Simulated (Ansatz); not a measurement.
C₂H₃F₃S (`CSC(F)(F)F`), relaxed with RKS PBE-D4/def2-SVP in Ansatz 0.2.0 from a rough embedded geometry. The force threshold is 0.03 eV/Å; the program also tests the step.

Charge 0, multiplicity 1.

Start:

```xyz
9

C    -1.405   -0.148   -0.075
S    -0.251    1.062    0.548
C     1.296    0.213    0.143
F     1.394   -0.887    0.777
F     2.360    0.977    0.550
F     1.414    0.038   -1.195
H    -2.396    0.158    0.052
H    -1.200   -1.105    0.420
H    -1.212   -0.308   -1.220
```

```json
{"step": "1", "energy (eV)": "-21082.5612", "largest force (eV/Å)": "3.333", "largest move (Å)": "0.000"}
{"step": "2", "energy (eV)": "-21082.8500", "largest force (eV/Å)": "1.642", "largest move (Å)": "0.045"}
{"step": "3", "energy (eV)": "-21082.9121", "largest force (eV/Å)": "0.270", "largest move (Å)": "0.082"}
{"step": "4", "energy (eV)": "-21082.9173", "largest force (eV/Å)": "0.121", "largest move (Å)": "0.020"}
{"step": "5", "energy (eV)": "-21082.9178", "largest force (eV/Å)": "0.022", "largest move (Å)": "0.005"}
```

End:

```xyz
9

C    -1.387   -0.178   -0.108
S    -0.249    1.083    0.550
C     1.318    0.246    0.142
F     1.436   -0.958    0.747
F     2.328    1.029    0.552
F     1.459    0.025   -1.184
H    -2.408    0.212    0.063
H    -1.269   -1.137    0.432
H    -1.228   -0.323   -1.194
```

Hardware: 4 threads of a server CPU on a shared host. Wall time 6 s, peak host memory 0.17 GiB.
